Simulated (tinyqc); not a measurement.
RHF in the sto-3g basis, for OH-, spin multiplicity 1, step by step. The basis has no diffuse functions, so it cannot describe the extra electron: this is an exercise in the method, not the real anion. Computed by tinyqc, a small Python program that keeps every step (integrals from PySCF). Settings: charge = -1, multiplicity = 1, basis = sto-3g, energy threshold = 1e-08, iteration cap = 88, orthogonalisation = symmetric, start = core, DIIS depth = 4, DIIS from iteration = 3, damping = 0.3, method = RHF. Command: `OMP_NUM_THREADS=1 python tinyqc.py 25162 25163 out.jsonl` (the two numbers bound the seeds that draw the settings). One thread of a shared host (Intel(R) Xeon(R) Processor @ 2.60GHz), about 0.1 s of CPU time with the checks. Later iterations appear only in the table of the cycle.

## One-electron integrals

Geometry (angstrom):
```
atom       x       y       z
O     0.0000  0.0000  0.0000
H     0.0000  0.0000  1.0990
```

Basis sto-3g: exponents (1/bohr^2) and contraction coefficients of normalised primitives:
```
element  l (shell)  exponent  coefficient
O            s (1)  130.7093       0.1543
O            s (1)   23.8089       0.5353
O            s (1)    6.4436       0.4446
O            s (2)    5.0332      -0.1000
O            s (2)    1.1696       0.3995
O            s (2)    0.3804       0.7001
O            p (3)    5.0332       0.1559
O            p (3)    1.1696       0.6077
O            p (3)    0.3804       0.3920
H            s (1)    3.4253       0.1543
H            s (1)    0.6239       0.5353
H            s (1)    0.1689       0.4446
```

Overlap, kinetic and nuclear-attraction integrals over the contracted functions; the nuclear repulsion is the sum of Za Zb / Rab.

nuclear repulsion = 3.852063 hartree

overlap S, order 1O 1s, 1O 2s, 1O 2px, 1O 2py, 1O 2pz, 2H 1s:
$$\begin{pmatrix}
1.0000 & 0.2367 & 0.0000 & 0.0000 & 0.0000 & 0.0385 \\
0.2367 & 1.0000 & 0.0000 & 0.0000 & 0.0000 & 0.3867 \\
0.0000 & 0.0000 & 1.0000 & 0.0000 & 0.0000 & 0.0000 \\
0.0000 & 0.0000 & 0.0000 & 1.0000 & 0.0000 & 0.0000 \\
0.0000 & 0.0000 & 0.0000 & 0.0000 & 1.0000 & 0.3410 \\
0.0385 & 0.3867 & 0.0000 & 0.0000 & 0.3410 & 1.0000
\end{pmatrix}$$

kinetic energy T (hartree), order 1O 1s, 1O 2s, 1O 2px, 1O 2py, 1O 2pz, 2H 1s:
$$\begin{pmatrix}
29.0032 & -0.1680 & 0.0000 & 0.0000 & 0.0000 & -0.0084 \\
-0.1680 & 0.8081 & 0.0000 & 0.0000 & 0.0000 & 0.0709 \\
0.0000 & 0.0000 & 2.5287 & 0.0000 & 0.0000 & 0.0000 \\
0.0000 & 0.0000 & 0.0000 & 2.5287 & 0.0000 & 0.0000 \\
0.0000 & 0.0000 & 0.0000 & 0.0000 & 2.5287 & 0.1873 \\
-0.0084 & 0.0709 & 0.0000 & 0.0000 & 0.1873 & 0.7600
\end{pmatrix}$$

nuclear attraction V (hartree), order 1O 1s, 1O 2s, 1O 2px, 1O 2py, 1O 2pz, 2H 1s:
$$\begin{pmatrix}
-61.1000 & -7.2971 & 0.0000 & 0.0000 & -0.0118 & -1.2163 \\
-7.2971 & -9.5309 & 0.0000 & 0.0000 & -0.1439 & -2.8251 \\
0.0000 & 0.0000 & -9.4280 & 0.0000 & 0.0000 & 0.0000 \\
0.0000 & 0.0000 & 0.0000 & -9.4280 & 0.0000 & 0.0000 \\
-0.0118 & -0.1439 & 0.0000 & 0.0000 & -9.5181 & -2.2278 \\
-1.2163 & -2.8251 & 0.0000 & 0.0000 & -2.2278 & -4.9985
\end{pmatrix}$$

core Hamiltonian H = T + V (hartree), order 1O 1s, 1O 2s, 1O 2px, 1O 2py, 1O 2pz, 2H 1s:
$$\begin{pmatrix}
-32.0968 & -7.4651 & 0.0000 & 0.0000 & -0.0118 & -1.2247 \\
-7.4651 & -8.7228 & 0.0000 & 0.0000 & -0.1439 & -2.7543 \\
0.0000 & 0.0000 & -6.8993 & 0.0000 & 0.0000 & 0.0000 \\
0.0000 & 0.0000 & 0.0000 & -6.8993 & 0.0000 & 0.0000 \\
-0.0118 & -0.1439 & 0.0000 & 0.0000 & -6.9894 & -2.0406 \\
-1.2247 & -2.7543 & 0.0000 & 0.0000 & -2.0406 & -4.2385
\end{pmatrix}$$

## Two-electron integrals

Functions are numbered as in S; the eight-fold symmetry (ij|kl) = (ji|kl) = (kl|ij) leaves the list below.

Two-electron integrals (ij|kl) in chemists' order, unique and non-zero (hartree):
```
(11|11) 4.7851   (21|11) 0.7414   (21|21) 0.1369   (22|11) 1.1189
(22|21) 0.2566   (22|22) 0.8172   (31|31) 0.0245   (32|31) 0.0378
(32|32) 0.1805   (33|11) 1.1158   (33|21) 0.2567   (33|22) 0.8170
(33|33) 0.8802   (41|41) 0.0245   (42|41) 0.0378   (42|42) 0.1805
(43|43) 0.0474   (44|11) 1.1158   (44|21) 0.2567   (44|22) 0.8170
(44|33) 0.7853   (44|44) 0.8802   (51|51) 0.0245   (52|51) 0.0378
(52|52) 0.1805   (53|53) 0.0474   (54|54) 0.0474   (55|11) 1.1158
(55|21) 0.2567   (55|22) 0.8170   (55|33) 0.7853   (55|44) 0.7853
(55|55) 0.8802   (61|11) 0.1221   (61|21) 0.0224   (61|22) 0.0417
(61|33) 0.0416   (61|44) 0.0416   (61|51) 0.0010   (61|52) 0.0019
(61|55) 0.0419   (61|61) 0.0037   (62|11) 0.3139   (62|21) 0.0730
(62|22) 0.2593   (62|33) 0.2548   (62|44) 0.2548   (62|51) 0.0055
(62|52) 0.0429   (62|55) 0.2681   (62|61) 0.0122   (62|62) 0.1042
(63|31) 0.0074   (63|32) 0.0440   (63|53) 0.0088   (63|63) 0.0144
(64|41) 0.0074   (64|42) 0.0440   (64|54) 0.0088   (64|64) 0.0144
(65|11) 0.2333   (65|21) 0.0549   (65|22) 0.2083   (65|33) 0.1990
(65|44) 0.1990   (65|51) 0.0110   (65|52) 0.0764   (65|55) 0.2267
(65|61) 0.0095   (65|62) 0.1017   (65|65) 0.1125   (66|11) 0.4711
(66|21) 0.1113   (66|22) 0.4550   (66|33) 0.4371   (66|44) 0.4371
(66|51) 0.0103   (66|52) 0.1129   (66|55) 0.4903   (66|61) 0.0187
(66|62) 0.2359   (66|65) 0.2627   (66|66) 0.7746
```

## Orthogonalisation

S = U s U^T; symmetric (Loewdin) form X = U s^(-1/2) U^T, so that X^T S X = 1.

eigenvalues of S: [0.4637, 0.8397, 1.0000, 1.0000, 1.1350, 1.5615]

X, order 1O 1s, 1O 2s, 1O 2px, 1O 2py, 1O 2pz, 2H 1s:
$$\begin{pmatrix}
1.0228 & -0.1304 & 0.0000 & 0.0000 & -0.0066 & 0.0206 \\
-0.1304 & 1.0954 & 0.0000 & 0.0000 & 0.0634 & -0.2392 \\
0.0000 & 0.0000 & 1.0000 & 0.0000 & 0.0000 & 0.0000 \\
0.0000 & 0.0000 & 0.0000 & 1.0000 & 0.0000 & 0.0000 \\
-0.0066 & 0.0634 & 0.0000 & 0.0000 & 1.0546 & -0.2069 \\
0.0206 & -0.2392 & 0.0000 & 0.0000 & -0.2069 & 1.1257
\end{pmatrix}$$

## Starting guess

The start is the orbitals of the core Hamiltonian; D = 2 C_occ C_occ^T.

D at the start, order 1O 1s, 1O 2s, 1O 2px, 1O 2py, 1O 2pz, 2H 1s:
$$\begin{pmatrix}
2.1248 & -0.5385 & 0.0000 & 0.0000 & -0.0340 & 0.0714 \\
-0.5385 & 2.3215 & 0.0000 & 0.0000 & 0.1967 & -0.3053 \\
0.0000 & 0.0000 & 2.0000 & 0.0000 & 0.0000 & 0.0000 \\
0.0000 & 0.0000 & 0.0000 & 2.0000 & 0.0000 & 0.0000 \\
-0.0340 & 0.1967 & 0.0000 & 0.0000 & 2.1856 & -0.3402 \\
0.0714 & -0.3053 & 0.0000 & 0.0000 & -0.3402 & 0.0857
\end{pmatrix}$$

## Iteration 1: building the Fock matrix

J_ij = sum D_kl (ij|kl), K_ij = sum D_kl (ik|jl); F = H + J - 0.5 K; E = tr D H + tr D J / 2 - 0.25 tr D K + E_nn.

Coulomb J (hartree), order 1O 1s, 1O 2s, 1O 2px, 1O 2py, 1O 2pz, 2H 1s:
$$\begin{pmatrix}
18.5759 & 3.5422 & 0.0000 & 0.0000 & 0.0034 & 0.5791 \\
3.5422 & 8.7969 & 0.0000 & 0.0000 & 0.0002 & 2.7014 \\
0.0000 & 0.0000 & 8.7907 & 0.0000 & 0.0000 & 0.0000 \\
0.0000 & 0.0000 & 0.0000 & 8.7907 & 0.0000 & 0.0000 \\
0.0034 & 0.0002 & 0.0000 & 0.0000 & 8.7859 & 2.1261 \\
0.5791 & 2.7014 & 0.0000 & 0.0000 & 2.1261 & 4.5471
\end{pmatrix}$$

exchange K (hartree), order 1O 1s, 1O 2s, 1O 2px, 1O 2py, 1O 2pz, 2H 1s:
$$\begin{pmatrix}
9.8414 & 1.7162 & 0.0000 & 0.0000 & 0.0013 & 0.2965 \\
1.7162 & 2.8600 & 0.0000 & 0.0000 & 0.0053 & 0.7636 \\
0.0000 & 0.0000 & 2.3587 & 0.0000 & 0.0000 & 0.0000 \\
0.0000 & 0.0000 & 0.0000 & 2.3587 & 0.0000 & 0.0000 \\
0.0013 & 0.0053 & 0.0000 & 0.0000 & 2.3541 & 0.4478 \\
0.2965 & 0.7636 & 0.0000 & 0.0000 & 0.4478 & 0.3256
\end{pmatrix}$$

Fock matrix F (hartree), order 1O 1s, 1O 2s, 1O 2px, 1O 2py, 1O 2pz, 2H 1s:
$$\begin{pmatrix}
-18.4416 & -4.7810 & 0.0000 & 0.0000 & -0.0091 & -0.7939 \\
-4.7810 & -1.3558 & 0.0000 & 0.0000 & -0.1464 & -0.4347 \\
0.0000 & 0.0000 & 0.7121 & 0.0000 & 0.0000 & 0.0000 \\
0.0000 & 0.0000 & 0.0000 & 0.7121 & 0.0000 & 0.0000 \\
-0.0091 & -0.1464 & 0.0000 & 0.0000 & 0.6195 & -0.1384 \\
-0.7939 & -0.4347 & 0.0000 & 0.0000 & -0.1384 & 0.1458
\end{pmatrix}$$

total energy of this density = -72.940582 hartree

This density is the starting one.

## Iteration 1: diagonalisation and new density

Diagonalise F' = X^T F X, C = X C', fill 5 alpha and 5 beta electrons from the bottom; D = 2 C_occ C_occ^T; the new density keeps 0.3 of the old one (damping). Each column has its largest component positive (the first on a tie).

F' = X^T F X (hartree):
$$\begin{pmatrix}
-18.0730 & -2.6122 & 0.0000 & 0.0000 & -0.0204 & -0.0936 \\
-2.6122 & -0.4018 & 0.0000 & 0.0000 & -0.0366 & -0.3217 \\
0.0000 & 0.0000 & 0.7121 & 0.0000 & 0.0000 & 0.0000 \\
0.0000 & 0.0000 & 0.0000 & 0.7121 & 0.0000 & 0.0000 \\
-0.0204 & -0.0366 & 0.0000 & 0.0000 & 0.7432 & -0.3348 \\
-0.0936 & -0.3217 & 0.0000 & 0.0000 & -0.3348 & 0.4204
\end{pmatrix}$$

orbital energies (hartree): MO1 -18.4521, MO2 -0.2169, MO3 0.3842, MO4 0.7121, MO5 0.7121, MO6 0.9736

coefficients C, order 1O 1s, 1O 2s, 1O 2px, 1O 2py, 1O 2pz, 2H 1s:
$$\begin{pmatrix}
0.9937 & -0.2255 & 0.1495 & 0.0000 & 0.0000 & -0.0548 \\
0.0263 & 0.8142 & -0.7012 & 0.0000 & 0.0000 & 0.3506 \\
0.0000 & 0.0000 & 0.0000 & 0.8941 & 0.4479 & 0.0000 \\
0.0000 & 0.0000 & 0.0000 & -0.4479 & 0.8941 & 0.0000 \\
0.0026 & 0.1653 & 0.4156 & 0.0000 & 0.0000 & 0.9793 \\
-0.0059 & 0.3283 & 0.7386 & 0.0000 & 0.0000 & -0.8452
\end{pmatrix}$$

D after iteration 1, order 1O 1s, 1O 2s, 1O 2px, 1O 2py, 1O 2pz, 2H 1s:
$$\begin{pmatrix}
2.1224 & -0.5288 & 0.0000 & 0.0000 & 0.0282 & 0.0642 \\
-0.5288 & 2.3139 & 0.0000 & 0.0000 & -0.1605 & -0.4427 \\
0.0000 & 0.0000 & 2.0000 & 0.0000 & 0.0000 & 0.0000 \\
0.0000 & 0.0000 & 0.0000 & 2.0000 & 0.0000 & 0.0000 \\
0.0282 & -0.1605 & 0.0000 & 0.0000 & 0.9358 & 0.4037 \\
0.0642 & -0.4427 & 0.0000 & 0.0000 & 0.4037 & 0.9404
\end{pmatrix}$$

Within a degenerate level the vectors are fixed only up to a rotation; this is one choice.

## Iteration 2: building the Fock matrix

As before.

Coulomb J (hartree), order 1O 1s, 1O 2s, 1O 2px, 1O 2py, 1O 2pz, 2H 1s:
$$\begin{pmatrix}
17.8373 & 3.3767 & 0.0000 & 0.0000 & 0.0031 & 0.5521 \\
3.3767 & 8.3988 & 0.0000 & 0.0000 & 0.0743 & 2.6590 \\
0.0000 & 0.0000 & 8.4043 & 0.0000 & 0.0000 & 0.0000 \\
0.0000 & 0.0000 & 0.0000 & 8.4043 & 0.0000 & 0.0000 \\
0.0031 & 0.0743 & 0.0000 & 0.0000 & 8.3640 & 2.1522 \\
0.5521 & 2.6590 & 0.0000 & 0.0000 & 2.1522 & 4.8404
\end{pmatrix}$$

exchange K (hartree), order 1O 1s, 1O 2s, 1O 2px, 1O 2py, 1O 2pz, 2H 1s:
$$\begin{pmatrix}
9.8094 & 1.6752 & 0.0000 & 0.0000 & 0.0051 & 0.2885 \\
1.6752 & 2.7134 & 0.0000 & 0.0000 & -0.0244 & 0.8645 \\
0.0000 & 0.0000 & 2.3119 & 0.0000 & 0.0000 & 0.0000 \\
0.0000 & 0.0000 & 0.0000 & 2.3119 & 0.0000 & 0.0000 \\
0.0051 & -0.0244 & 0.0000 & 0.0000 & 1.6656 & 0.6878 \\
0.2885 & 0.8645 & 0.0000 & 0.0000 & 0.6878 & 1.1009
\end{pmatrix}$$

Fock matrix F (hartree), order 1O 1s, 1O 2s, 1O 2px, 1O 2py, 1O 2pz, 2H 1s:
$$\begin{pmatrix}
-19.1642 & -4.9259 & 0.0000 & 0.0000 & -0.0112 & -0.8169 \\
-4.9259 & -1.6807 & 0.0000 & 0.0000 & -0.0574 & -0.5275 \\
0.0000 & 0.0000 & 0.3491 & 0.0000 & 0.0000 & 0.0000 \\
0.0000 & 0.0000 & 0.0000 & 0.3491 & 0.0000 & 0.0000 \\
-0.0112 & -0.0574 & 0.0000 & 0.0000 & 0.5417 & -0.2322 \\
-0.8169 & -0.5275 & 0.0000 & 0.0000 & -0.2322 & 0.0515
\end{pmatrix}$$

total energy of this density = -73.679817 hartree

This density is a damped mixture and is not idempotent.

## Iteration 2: diagonalisation and new density

As before.

F' = X^T F X (hartree):
$$\begin{pmatrix}
-18.7961 & -2.6349 & 0.0000 & 0.0000 & -0.0359 & -0.0937 \\
-2.6349 & -0.7057 & 0.0000 & 0.0000 & 0.0827 & -0.3652 \\
0.0000 & 0.0000 & 0.3491 & 0.0000 & 0.0000 & 0.0000 \\
0.0000 & 0.0000 & 0.0000 & 0.3491 & 0.0000 & 0.0000 \\
-0.0359 & 0.0827 & 0.0000 & 0.0000 & 0.7067 & -0.4412 \\
-0.0937 & -0.3652 & 0.0000 & 0.0000 & -0.4412 & 0.3815
\end{pmatrix}$$

orbital energies (hartree): MO1 -19.1732, MO2 -0.4792, MO3 0.1697, MO4 0.3491, MO5 0.3491, MO6 1.0690

coefficients C, order 1O 1s, 1O 2s, 1O 2px, 1O 2py, 1O 2pz, 2H 1s:
$$\begin{pmatrix}
0.9943 & -0.2436 & 0.1056 & 0.0000 & 0.0000 & -0.0681 \\
0.0241 & 0.9080 & -0.5338 & 0.0000 & 0.0000 & 0.4101 \\
0.0000 & 0.0000 & 0.0000 & 0.7910 & -0.6118 & 0.0000 \\
0.0000 & 0.0000 & 0.0000 & 0.6118 & 0.7910 & 0.0000 \\
0.0023 & 0.0637 & 0.4928 & 0.0000 & 0.0000 & 0.9551 \\
-0.0053 & 0.2272 & 0.7336 & 0.0000 & 0.0000 & -0.8820
\end{pmatrix}$$

D after iteration 2, order 1O 1s, 1O 2s, 1O 2px, 1O 2py, 1O 2pz, 2H 1s:
$$\begin{pmatrix}
2.1194 & -0.5136 & 0.0000 & 0.0000 & 0.0628 & 0.0428 \\
-0.5136 & 2.2481 & 0.0000 & 0.0000 & -0.3353 & -0.3923 \\
0.0000 & 0.0000 & 2.0000 & 0.0000 & 0.0000 & 0.0000 \\
0.0000 & 0.0000 & 0.0000 & 2.0000 & 0.0000 & 0.0000 \\
0.0628 & -0.3353 & 0.0000 & 0.0000 & 0.6264 & 0.6474 \\
0.0428 & -0.3923 & 0.0000 & 0.0000 & 0.6474 & 1.1078
\end{pmatrix}$$

Within a degenerate level the vectors are fixed only up to a rotation; this is one choice.

## Iteration 3: building the Fock matrix

As before.

Coulomb J (hartree), order 1O 1s, 1O 2s, 1O 2px, 1O 2py, 1O 2pz, 2H 1s:
$$\begin{pmatrix}
17.6455 & 3.3341 & 0.0000 & 0.0000 & -0.0008 & 0.5449 \\
3.3341 & 8.2987 & 0.0000 & 0.0000 & 0.0741 & 2.6446 \\
0.0000 & 0.0000 & 8.3061 & 0.0000 & 0.0000 & 0.0000 \\
0.0000 & 0.0000 & 0.0000 & 8.3061 & 0.0000 & 0.0000 \\
-0.0008 & 0.0741 & 0.0000 & 0.0000 & 8.2602 & 2.1521 \\
0.5449 & 2.6446 & 0.0000 & 0.0000 & 2.1521 & 4.9027
\end{pmatrix}$$

exchange K (hartree), order 1O 1s, 1O 2s, 1O 2px, 1O 2py, 1O 2pz, 2H 1s:
$$\begin{pmatrix}
9.7990 & 1.6658 & 0.0000 & 0.0000 & 0.0054 & 0.2866 \\
1.6658 & 2.6725 & 0.0000 & 0.0000 & -0.0763 & 0.9008 \\
0.0000 & 0.0000 & 2.2973 & 0.0000 & 0.0000 & 0.0000 \\
0.0000 & 0.0000 & 0.0000 & 2.2973 & 0.0000 & 0.0000 \\
0.0054 & -0.0763 & 0.0000 & 0.0000 & 1.5191 & 0.7578 \\
0.2866 & 0.9008 & 0.0000 & 0.0000 & 0.7578 & 1.3054
\end{pmatrix}$$

Fock matrix F (hartree), order 1O 1s, 1O 2s, 1O 2px, 1O 2py, 1O 2pz, 2H 1s:
$$\begin{pmatrix}
-19.3507 & -4.9638 & 0.0000 & 0.0000 & -0.0153 & -0.8231 \\
-4.9638 & -1.7603 & 0.0000 & 0.0000 & -0.0316 & -0.5600 \\
0.0000 & 0.0000 & 0.2582 & 0.0000 & 0.0000 & 0.0000 \\
0.0000 & 0.0000 & 0.0000 & 0.2582 & 0.0000 & 0.0000 \\
-0.0153 & -0.0316 & 0.0000 & 0.0000 & 0.5112 & -0.2674 \\
-0.8231 & -0.5600 & 0.0000 & 0.0000 & -0.2674 & 0.0116
\end{pmatrix}$$

total energy of this density = -73.942769 hartree

This density is a damped mixture and is not idempotent.

## Iteration 3: diagonalisation and new density

As before.

F' = X^T F X (hartree):
$$\begin{pmatrix}
-18.9825 & -2.6426 & 0.0000 & 0.0000 & -0.0445 & -0.0919 \\
-2.6426 & -0.7747 & 0.0000 & 0.0000 & 0.1211 & -0.3863 \\
0.0000 & 0.0000 & 0.2582 & 0.0000 & 0.0000 & 0.0000 \\
0.0000 & 0.0000 & 0.0000 & 0.2582 & 0.0000 & 0.0000 \\
-0.0445 & 0.1211 & 0.0000 & 0.0000 & 0.6905 & -0.4782 \\
-0.0919 & -0.3863 & 0.0000 & 0.0000 & -0.4782 & 0.3615
\end{pmatrix}$$

orbital energies (hartree): MO1 -19.3594, MO2 -0.5526, MO3 0.1056, MO4 0.2582, MO5 0.2582, MO6 1.1012

coefficients C, order 1O 1s, 1O 2s, 1O 2px, 1O 2py, 1O 2pz, 2H 1s:
$$\begin{pmatrix}
0.9944 & -0.2449 & 0.0983 & 0.0000 & 0.0000 & -0.0725 \\
0.0236 & 0.9158 & -0.5053 & 0.0000 & 0.0000 & 0.4284 \\
0.0000 & 0.0000 & 0.0000 & 0.4571 & 0.8894 & 0.0000 \\
0.0000 & 0.0000 & 0.0000 & 0.8894 & -0.4571 & 0.0000 \\
0.0025 & 0.0400 & 0.5076 & 0.0000 & 0.0000 & 0.9486 \\
-0.0053 & 0.2198 & 0.7264 & 0.0000 & 0.0000 & -0.8898
\end{pmatrix}$$

D after iteration 3, order 1O 1s, 1O 2s, 1O 2px, 1O 2py, 1O 2pz, 2H 1s:
$$\begin{pmatrix}
2.1176 & -0.5047 & 0.0000 & 0.0000 & 0.0784 & 0.0301 \\
-0.5047 & 2.2070 & 0.0000 & 0.0000 & -0.4083 & -0.3500 \\
0.0000 & 0.0000 & 2.0000 & 0.0000 & 0.0000 & 0.0000 \\
0.0000 & 0.0000 & 0.0000 & 2.0000 & 0.0000 & 0.0000 \\
0.0784 & -0.4083 & 0.0000 & 0.0000 & 0.5510 & 0.7228 \\
0.0301 & -0.3500 & 0.0000 & 0.0000 & 0.7228 & 1.1388
\end{pmatrix}$$

Within a degenerate level the vectors are fixed only up to a rotation; this is one choice.

## Iteration 18 (converged): orbitals

converged F (hartree), order 1O 1s, 1O 2s, 1O 2px, 1O 2py, 1O 2pz, 2H 1s:
$$\begin{pmatrix}
-19.4197 & -4.9784 & 0.0000 & 0.0000 & -0.0200 & -0.8255 \\
-4.9784 & -1.7851 & 0.0000 & 0.0000 & -0.0193 & -0.5784 \\
0.0000 & 0.0000 & 0.2267 & 0.0000 & 0.0000 & 0.0000 \\
0.0000 & 0.0000 & 0.0000 & 0.2267 & 0.0000 & 0.0000 \\
-0.0200 & -0.0193 & 0.0000 & 0.0000 & 0.4913 & -0.2860 \\
-0.8255 & -0.5784 & 0.0000 & 0.0000 & -0.2860 & -0.0148
\end{pmatrix}$$

Diagonalise F' = X^T F X, C = X C', fill 5 alpha and 5 beta electrons from the bottom; D = 2 C_occ C_occ^T. Each column has its largest component positive (the first on a tie).

F' = X^T F X (hartree):
$$\begin{pmatrix}
-19.0511 & -2.6473 & 0.0000 & 0.0000 & -0.0517 & -0.0896 \\
-2.6473 & -0.7911 & 0.0000 & 0.0000 & 0.1411 & -0.4018 \\
0.0000 & 0.0000 & 0.2267 & 0.0000 & 0.0000 & 0.0000 \\
0.0000 & 0.0000 & 0.0000 & 0.2267 & 0.0000 & 0.0000 \\
-0.0517 & 0.1411 & 0.0000 & 0.0000 & 0.6774 & -0.4958 \\
-0.0896 & -0.4018 & 0.0000 & 0.0000 & -0.4958 & 0.3456
\end{pmatrix}$$

orbital energies (hartree): MO1 -19.4283, MO2 -0.5789, MO3 0.0735, MO4 0.2267, MO5 0.2267, MO6 1.1145

coefficients C, order 1O 1s, 1O 2s, 1O 2px, 1O 2py, 1O 2pz, 2H 1s:
$$\begin{pmatrix}
0.9944 & -0.2438 & 0.0978 & 0.0000 & 0.0000 & -0.0761 \\
0.0235 & 0.9107 & -0.5026 & 0.0000 & 0.0000 & 0.4424 \\
0.0000 & 0.0000 & 0.0000 & 0.7522 & -0.6589 & 0.0000 \\
0.0000 & 0.0000 & 0.0000 & 0.6589 & 0.7522 & 0.0000 \\
0.0027 & 0.0309 & 0.5161 & 0.0000 & 0.0000 & 0.9443 \\
-0.0053 & 0.2300 & 0.7181 & 0.0000 & 0.0000 & -0.8939
\end{pmatrix}$$

D after iteration 18, order 1O 1s, 1O 2s, 1O 2px, 1O 2py, 1O 2pz, 2H 1s:
$$\begin{pmatrix}
2.1158 & -0.4957 & 0.0000 & 0.0000 & 0.0912 & 0.0177 \\
-0.4957 & 2.1649 & 0.0000 & 0.0000 & -0.4624 & -0.3032 \\
0.0000 & 0.0000 & 2.0000 & 0.0000 & 0.0000 & 0.0000 \\
0.0000 & 0.0000 & 0.0000 & 2.0000 & 0.0000 & 0.0000 \\
0.0912 & -0.4624 & 0.0000 & 0.0000 & 0.5347 & 0.7554 \\
0.0177 & -0.3032 & 0.0000 & 0.0000 & 0.7554 & 1.1372
\end{pmatrix}$$

Within a degenerate level the vectors are fixed only up to a rotation; this is one choice.

## Convergence

Stop when the energy changes by less than 1e-08 hartree and every element of the error matrix X^T (F D S - S D F) X is below 3e-05.

Course of the cycle:
```
iteration  E (hartree)     change  largest element of the error matrix
1           -72.940582          -                             6.80e-01
2           -73.679817  -7.39e-01                             2.34e-01
3           -73.942769  -2.63e-01                             9.07e-02
4           -74.027023  -8.43e-02                             3.96e-02
5           -74.053079  -2.61e-02                             1.34e-02
6           -74.061006  -7.93e-03                             4.00e-03
7           -74.063398  -2.39e-03                             1.20e-03
8           -74.064116  -7.19e-04                             3.59e-04
9           -74.064332  -2.16e-04                             1.08e-04
10          -74.064397  -6.47e-05                             3.23e-05
11          -74.064416  -1.94e-05                             9.70e-06
12          -74.064422  -5.82e-06                             2.91e-06
13          -74.064424  -1.75e-06                             8.73e-07
14          -74.064424  -5.24e-07                             2.62e-07
15          -74.064424  -1.57e-07                             7.86e-08
16          -74.064425  -4.72e-08                             2.36e-08
17          -74.064425  -1.42e-08                             7.07e-09
18          -74.064425  -4.25e-09                             2.12e-09
```

PySCF RHF in the same basis = -74.064425 hartree

Converged in 18 iterations.

## Populations, bond orders and dipole

Mulliken: Z minus the diagonal of D S on the atom; Loewdin: the same with S^(1/2) D S^(1/2); Mayer order: 2 sum_s sum (D(s) S)_ij (D(s) S)_ji over the two atoms.

Charges (e):
```
atom  Mulliken  Loewdin
1O     -0.7218  -0.7338
2H     -0.2782  -0.2662
```

Mayer bond orders:
```
pair   order
2-1   0.9226
```

dipole moment about the origin, x y z (debye): [0.0000, 0.0000, -0.8510]
